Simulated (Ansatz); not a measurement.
Reaction (SMILES): OCl (OH-Cl) → [O]Cl (O-Cl) + H atom
B3LYP-D3(BJ)/def2-TZVP geometries, fixed; electronic energies without zero-point terms.
Largest species:
```
O
H 1 0.9686
Cl 1 1.7015 2 103.27
```

Basis-set convergence of the bond dissociation energy at r2SCAN with Ansatz (an electronic-structure program). Cartesian d functions, on some or all atoms, in 6-31G*; all else is spherical. The program fits the integrals of some runs and decomposes those of others, by size. Open shells are unrestricted. No added dispersion term, no relativity. Functions are those of the species that has most. Reference: the value in pcseg-4, 94.65 kcal/mol, itself unsure by roughly 0.04 kcal/mol (its mean distance from aug-pcseg-3, aug-cc-pV(Q+d)Z, cc-pV(5+d)Z). Deviations are taken from unrounded values.

| basis | functions | bond dissociation energy (kcal/mol) | minus reference (kcal/mol) |
|---|---|---|---|
| STO-3G | 15 | 111.90 | 17.25 |
| 3-21G | 24 | 100.45 | 5.80 |
| 6-31G | 24 | 99.88 | 5.22 |
| pcseg-0 | 24 | 100.26 | 5.61 |
| 6-31G* | 36 | 93.39 | -1.26 |
| def2-SVP | 37 | 96.25 | 1.59 |
| pcseg-2 | 78 | 95.81 | 1.16 |
| def2-TZVPD | 95 | 94.07 | -0.58 |
| def2-TZVPPD | 108 | 94.90 | 0.25 |
| aug-cc-pV(T+d)Z | 124 | 94.79 | 0.14 |
| cc-pV(Q+d)Z | 149 | 94.70 | 0.05 |
| def2-QZVPP | 157 | 94.72 | 0.07 |
| def2-QZVPPD | 178 | 94.69 | 0.04 |

The smallest set listed that lies within 2 kcal/mol of the reference with all its larger relatives (same family, alike in diffuse functions; a set with none counts only in the reference's own line) is def2-SVP (37 functions, 1.59 kcal/mol off). Inside the window by cancellation, since a larger relative falls out: 6-31G*. (Relatives not listed, tested too: 6-31G** 2.42, 6-311G** 3.05, def2-TZVP -0.85, def2-TZVPP 0.23, def2-QZVP 0.07, pcseg-3 0.18, aug-cc-pV(Q+d)Z 0.05, cc-pV(5+d)Z 0.00, pcseg-4 0.00 kcal/mol.)
